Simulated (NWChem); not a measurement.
## Ionisation of H₂P

```
P
H 1 1.4464
H 1 1.4464 2 90.69
```
Charge 0, spin multiplicity 2.

Everything below was run with NWChem. Structure: optimised with UPBE/def2-SVP, a minimum by its harmonic frequencies.

Basis set: def2-TZVP. The species with one electron less has spin multiplicity 1 and keeps the geometry of the parent. Δ marks differences of total energies (open shells unrestricted). −ε marks an orbital energy of the parent. That orbital need not have the symmetry of the hole or added electron in the Δ rows. That singlet is a closed-shell solution.

B3LYP has NWChem's definition, with VWN1-RPA local correlation. The structure started from a generated list of species. The unpaired electrons of the parent sit in orbitals of symmetry b2 (C2v labels of the run); other states weren't searched. No SCF solution was tested for a lower state.

Q: For the first vertical ionisation energy, ΔBP86 gives 10.02 eV and G0W0@PBE gives 9.23 eV. What do −ε(alpha HOMO) of B3LYP, −ε(alpha HOMO) of BP86, G0W0@PBE0 give?

A: −ε(alpha HOMO) of B3LYP: 6.86 eV; −ε(alpha HOMO) of BP86: 6.06 eV; G0W0@PBE0: 9.50 eV.
